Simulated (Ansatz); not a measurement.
Species: PH$_{2}$ (charge 0, doublet). 
Structure (B3LYP-D3(BJ)/def2-TZVP (Ansatz, a program for electronic structure) minimum search):
```xyz
3

P      0.0052    -0.0015     0.1165
H     -0.0501     1.0329    -0.8596
H     -0.0274    -1.0099    -0.8876
```
Charge 0, spin multiplicity 2.

Basis-set convergence of Hartree-Fock and MP2 correlation energies (hartree) with Ansatz. Cores are frozen in the correlated levels unless marked. Open shells are spin-unrestricted. No spin-orbit coupling. Non-relativistic.

| basis | functions | E(HF) | E(corr, MP2) |
|---|---|---|---|
| def2-SVP | 28 | -341.76356 | -0.10582 |
| def2-TZVPP | 70 | -341.88243 | -0.13742 |
| def2-QZVPP | 130 | -341.89253 | -0.14791 |

Extrapolating the two largest sets (X = 3 and 4) as X^-3: E(corr) = (64·(-0.14791) - 27·(-0.13742))/37 = -0.1556 Eh, an estimate of the basis-set limit. The largest set recovers 95.1 % of it, the smallest 68.0 %.
